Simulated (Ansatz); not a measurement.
## BH3, triplet in cc-pVDZ: errors against full CI

Geometry: a point of a stretch scan, not a stationary point.

```xyz
4

B    -0.1203    0.0000    0.0821
H     0.3061    0.5391   -0.9988
H     0.6778   -0.0001    1.1172
H     0.3060   -0.5391   -0.9988
```

Basis cc-pVDZ; Ansatz 0.2.0. Correlated methods freeze the noble-gas cores, which leaves 6 electrons in 28 orbitals. R marks a restricted (for open shells ROHF) determinant, U an unrestricted one. Active spaces: valence = (6e, 7o) chosen from the atoms' valence shells; pair = (4e, 4o) about the gap.

Full CI is exact within this basis and frozen core; it isn't the basis-set limit. The frozen core follows each run's orbitals, which can shift R against U totals by a few meV.

For open shells CISD is restricted-active-space CI with the open shells as a complete middle space.

* UHF ⟨S²⟩: 2.008
* T1 diagnostic (RCCSD): 0.0154
* largest doubles amplitude (RCCSD): 0.032
* T1 diagnostic (UCCSD): 0.0098

| level | E − E(full CI) (kJ/mol) | share of correlation (%) | wall time |
| --- | --- | --- | --- |
| RHF | 296.7 | 0.00 | – |
| UHF | 289.6 | 2.40 | – |
| RMP2 | 65.2 | 78.04 | – |
| UMP2 | 65.4 | 77.95 | – |
| CISD | 13.9 | 95.32 | 0.33 s |
| RCCSD | 7.2 | 97.58 | – |
| UCCSD | 7.0 | 97.63 | – |
| RCCSD(T) | 1.6 | 99.47 | 0.54 s |
| UCCSD(T) | 1.6 | 99.48 | 0.54 s |
| BCCD(T) | 1.6 | 99.47 | 0.33 s |
| RCCSDT | 0.2 | 99.95 | – |
| UCCSDT | 0.1 | 99.96 | – |
| RCCSDT(Q) | 0.0 | 99.99 | 2.2 s |
| UCCSDT(Q) | 0.0 | 100.00 | 2 s |
| CASSCF (pair space) | 254.0 | 14.41 | – |
| NEVPT2 (pair space) | 64.5 | 78.25 | 0.12 s |
| MRCISD (pair space) | 11.7 | 96.07 | – |
| MRCISD+Q (pair space) | -0.5 | 100.15 | 0.33 s |
| CASSCF (valence space) | 178.0 | 40.00 | – |
| NEVPT2 (valence space) | 47.3 | 84.05 | 0.63 s |
| MRCISD (valence space) | 6.0 | 97.96 | – |
| MRCISD+Q (valence space) | 0.2 | 99.92 | 1 s |

The correlation energy at full CI, counted from RHF, is -3.075 eV. That run took 21 s on 1 thread of Arm Neoverse V2, shared host over 5,365,800 determinants.

Times hold each run's SCF and search for its determinant on a shared host, so for small cases they say little of a method's own cost; they ran on 1 thread of Arm Neoverse V2. Some runs computed forces too.

The full-CI state has the irrep A'' of Cs, in the program's axes.

Natural occupations of full CI about the gap: 1.958 1.947 0.990 0.989 0.026 0.021 0.018 0.009 0.007 0.006; effectively unpaired electrons, Σ n²(2−n)², 2.02.
